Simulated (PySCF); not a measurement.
**H$_{2}$N, SMILES `[NH2]` (charge 0, multiplicity 2)**

Computed with PBE-D3(BJ)/def2-TZVP // B3LYP-D3(BJ)/def2-TZVP (PySCF).

| Quantity | Value |
|---|---|
| highest occupied spin orbital | -7.05 eV |
| dipole moment | 1.90 D |
| total energy | -55.8293 Ha |
| cost | around 23 core-seconds (rough) |

Bonds (Å): N1–H2 1.028, N1–H3 1.028. Angles (°): H2–N1–H3 103.3.
Charge 0, spin multiplicity 2.
